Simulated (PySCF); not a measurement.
# Multinuclear NMR of C2H7OP

Bonds (- single, = double, # triple, : aromatic): C1-P2 1.803 Å, P2-C3 1.802 Å, P2=O4 1.477 Å. C1 carries H5, H6, H7; P2 carries H8; C3 carries H9, H10, H11.

PySCF calculation with σ from GIAO-B97-2/pcSseg-2 and geometry from PBE0-D3(BJ)/def2-TZVP; averaged over atoms made equivalent by symmetry, fast rotation or ring inversion, in vacuum, no relativistic terms, one computed conformer.

**Question.** Where does ³¹P resonate?

**Answer.** 
```csv
atoms,environment,σ (ppm),δ (ppm)
P2,"phosphorus bonded to 2 C, O, H",316.2,0.3
```

Shieldings were converted by a linear fit to measured shifts: ³¹P (scatter 13.4 ppm rms, 16.3 ppm with the 1 outlier that the fit left out vs H3PO4, solution or neat liquid). A few per cent of atoms miss by over 2 rms, more outside the fitted compound classes.

On a 300 MHz spectrometer ³¹P resonates near 121.4 MHz, so 1 ppm is 121.4 Hz.

**Question.** Where does ¹⁷O resonate?

**Answer.** 
| atoms | environment | σ (ppm) | δ (ppm) |
| --- | --- | --- | --- |
| O4 | P=O oxygen | 240.4 | 46.4 |

Shieldings were converted by a linear fit to measured shifts: ¹⁷O (scatter 12.2 ppm rms vs liquid water, solution or neat liquid). A few per cent of atoms miss by over 2 rms, more outside the fitted compound classes.

On a 500 MHz spectrometer ¹⁷O resonates near 67.8 MHz, so 1 ppm is 67.8 Hz.
